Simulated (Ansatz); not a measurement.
C2H6O, SMILES `COC` (charge 0, multiplicity 1).

Cartesian coordinates (Å):
```xyz
9

C      1.1500     0.0843    -0.1368
O     -0.0054    -0.5103    -0.6554
C     -1.1506    -0.1440     0.0600
H      1.3233    -0.2129     0.9077
H      1.0922     1.1817    -0.1762
H      1.9941    -0.2465    -0.7425
H     -2.0036    -0.6432    -0.4004
H     -1.0844    -0.4518     1.1137
H     -1.3155     0.9428     0.0299
```
Charge 0, spin multiplicity 1.

Frozen-core energies in 6-31g from Ansatz (a program for electronic structure) at a geometry from PBE0-D3(BJ)/def2-TZVP; the HF reference has <S^2> = 0.00 and the T1 diagnostic is 0.009.

| level | energy (Ha) |
|---|---|
| HF | -153.99225 |
| MP2 | -154.29599 |
| CCSD | -154.32834 |
| CCSD(T) | -154.33477 |

**Question.** Estimate the energies of CCSDT, CCSDT(Q) and CCSDTQ, and give each level's difference from CCSDTQ.

**Answer.** 
| level | energy (Ha) | difference from CCSDTQ (mHa) |
|---|---|---|
| MP2 | -154.29599 | 39.97 |
| CCSD | -154.32834 | 7.61 |
| CCSD(T) | -154.33477 | 1.18 |
| CCSDT | -154.33531 | 0.64 |
| CCSDT(Q) | -154.33601 | -0.06 |
| CCSDTQ | -154.33595 | 0.00 |
